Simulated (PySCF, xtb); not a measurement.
Bonds broken one at a time in the series Ga F-H. All species are isolated molecules in the gas phase. Strings in code marks are SMILES.

Quantity: homolytic bond dissociation enthalpy at 298 K (no spin–orbit term), in kJ/mol. Enthalpy corrections at 298 K come from GFN2-xTB frequencies (xtb).

Level 1: B3LYP/3-21G // B3LYP-D3(BJ)/def2-TZVP (PySCF)
Level 2: BP86/6-31G* // B3LYP-D3(BJ)/def2-TZVP (PySCF)
Level 3: HF/3-21G // B3LYP-D3(BJ)/def2-TZVP (PySCF)
Level 4: HF/6-31G* // B3LYP-D3(BJ)/def2-TZVP (PySCF)

```json
[
 {"species": "F–Ga bond of `[F][GaH2]`, giving `[F]` and `[GaH2]`", "level 2": "548.7", "level 3": "403.7", "level 4": "376.9"},
 {"species": "F–Ga bond of `[F][GaH][F]`, giving `[F]` and `[F][GaH]`", "level 2": "529.0", "level 3": "412.5", "level 4": "371.9"},
 {"species": "F–Ga bond of `[F][Ga]([F])[F]`, giving `[F]` and `[F][Ga][F]`", "level 2": "501.9", "level 3": "399.2", "level 4": "354.0"}
]
```

Task: What does level 1 give for each?

Result: 
- F–Ga bond of `[F][GaH2]`, giving `[F]` and `[GaH2]`: 585.1
- F–Ga bond of `[F][GaH][F]`, giving `[F]` and `[F][GaH]`: 578.1
- F–Ga bond of `[F][Ga]([F])[F]`, giving `[F]` and `[F][Ga][F]`: 551.7
